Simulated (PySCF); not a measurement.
# H9OS3: the cost of one run

Computed with PySCF 2.14.0; each step states its level. No surroundings beyond the atoms listed, unless a continuum is named. Atoms count from 0, parts from 1.

### 1 Starting point

13 atoms, charge 1, multiplicity 1; geometry: GFN2-xTB. Parts: 1 = atoms 0–3, `[OH3+]`, charge 1; 2 = atoms 4–6, `S`, charge 0; 3 = atoms 7–9, `S`, charge 0; 4 = atoms 10–12, `S`, charge 0.

### 2 Relaxing the molecule at PBE0-D3(BJ)/def2-SVP

The job: settings as JSON, then the geometry in Å.

```
{"job": {"xc": "PBE0", "basis": "def2-SVP", "d3": "d3bj", "grid": 2, "kind": "geom", "shake": 0.01}, "charge": 1, "multiplicity": 1, "parts": [{"atoms": "0-3", "charge": 1, "multiplicity": 1}, {"atoms": "4-6", "charge": 0, "multiplicity": 1}, {"atoms": "7-9", "charge": 0, "multiplicity": 1}, {"atoms": "10-12", "charge": 0, "multiplicity": 1}]}
O      0.183629    -1.399476     1.307892
H      0.268612    -2.051445     0.537895
H     -0.843065    -1.110134     1.366999
H      0.757150    -0.538516     1.096789
S      0.531858    -3.221269    -1.033368
H     -0.683897    -3.720303    -1.198450
H      1.017363    -4.320925    -0.456191
S      1.686609     1.128168     0.646450
H      2.590741     0.698702    -0.183981
H      2.531243     1.214068     1.666403
S     -2.748525    -0.656056     1.363084
H     -3.122422    -1.050769     2.567280
H     -2.760427     0.642434     1.680906
```

The run is started by

```
$ OMP_NUM_THREADS=1 python cluster_run.py task.json out
```

One launch serves the whole session: the jobs run in the order shown.

Q: Estimate the wall time and peak memory of this first job on 1 thread of Intel Xeon at 2.50GHz, shared host.

About 3.7 min, with a peak of 0.55 GiB.
